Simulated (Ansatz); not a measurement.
Geometry optimisation, RKS PBE0/6-31G* in Ansatz 0.2.0.

Input file:

```yaml
crystal:
  periodic: [false, false, false]
  atoms:
    - { symbol: Al, position_ang: [0.0, 0.0, 0.0] }
    - { symbol: Cl, position_ang: [0.0, 0.0, 2.58] }
    - { symbol: H, position_ang: [1.351, 0.0, -0.78] }
    - { symbol: H, position_ang: [-1.351, 0.0, -0.78] }
    - { symbol: O, position_ang: [0.0869, -1.972, 0.6559] }
    - { symbol: H, position_ang: [-0.4595, -2.5566, 0.0397] }
    - { symbol: H, position_ang: [0.0622, -1.4098, 1.8287] }
basis:
  gaussian: { orbitals: "6-31G*" }
hamiltonian:
  xc: pbe0
relax:
  f_tol: 0.15
  max_steps: 25
  restrain:
    - { distance: [0, 4], at: 1.78, k: 30.0 }
    - { distance: [6, 1], at: 1.37, k: 30.0 }
    - { distance: [0, 1], at: 3.43, k: 30.0 }
    - { distance: [6, 4], at: 2.21, k: 30.0 }
```

Command:

```bash
$ ansatz run input.yaml --threads 1 --pin off --max-ram 2048MiB --backend cpu --events-out ev --progress --plain --runs-dir out
```

Problem. Where does it end, and by what steps?

Solution. The run converged. The restraints hold the end off the free minimum. After 7 steps the energy has fallen by 0.712 eV (the restraints' own energy left out); Al1 moved furthest, 0.65 Å.

| step | energy less start (eV) | largest force component (eV/Å) | accepted |
| --- | --- | --- | --- |
| 0 | 0.0000 | 2.945 | yes |
| 1 | 0.1424 | 3.498 | yes |
| 2 | -0.1550 | 3.175 | yes |
| 3 | -0.5787 | 1.074 | yes |
| 4 | -0.6638 | 1.016 | yes |
| 5 | -0.6167 | 1.290 | no |
| 6 | -0.7023 | 0.965 | yes |
| 7 | -0.7123 | 0.924 | yes |

```xyz
7
Properties=species:S:1:pos:R:3
Al 0.015 -0.423 -0.492
Cl -0.007 -0.111 2.922
H 1.398 0.333 -0.624
H -1.392 0.083 -1.038
O 0.109 -2.020 0.241
H -0.702 -2.541 0.230
H 0.269 -1.260 2.303
```

Time of the run: 22 s on 1 thread of Arm Neoverse V1, with other jobs on the host, peak memory 0.13 GiB.
